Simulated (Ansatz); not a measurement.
We consider TlInSe2 (I4/mcm, No. 140), described by HSE06+SOC (plane waves, PAW; Ansatz, a program for electronic structure).

Numerical settings: plane-wave cutoff 460 eV, 4×4×4 k mesh, Fermi–Dirac smearing 0.01 eV, PAW data made under PBE.

Cell (measured lattice):

```yaml
crystal:
  lattice:
    - [-4.03750, 4.03750, 3.42350]
    - [4.03750, -4.03750, 3.42350]
    - [4.03750, 4.03750, -3.42350]
  atoms:
    - { symbol: In, position: [0.75000, 0.25000, 0.50000] }
    - { symbol: In, position: [0.25000, 0.75000, 0.50000] }
    - { symbol: Tl, position: [0.25000, 0.25000, 0.00000] }
    - { symbol: Tl, position: [0.75000, 0.75000, 0.00000] }
    - { symbol: Se, position: [0.67140, 0.17140, 0.84280] }
    - { symbol: Se, position: [0.17140, 0.32860, 0.50000] }
    - { symbol: Se, position: [0.32860, 0.82860, 0.15720] }
    - { symbol: Se, position: [0.82860, 0.67140, 0.50000] }
```

Q: Give the computed band gap and direct gap at Γ.

A: 
band gap: 0.91 eV (on the SCF k mesh) (direct)
direct gap at Γ: 3.81 eV

Measured, for comparison: band gap 1.12 eV (temperature not stated, no zero-point or thermal correction, thermal gap; as tabulated in arXiv:0804.1639). Computed (rounded) less measured: band gap -0.21 eV.

Note: cell and atoms aren't relaxed at this level (pressure 1.3 GPa).

Computed values are for the static lattice.

Cost on a shared machine: about 60 core-minutes (a rough figure).
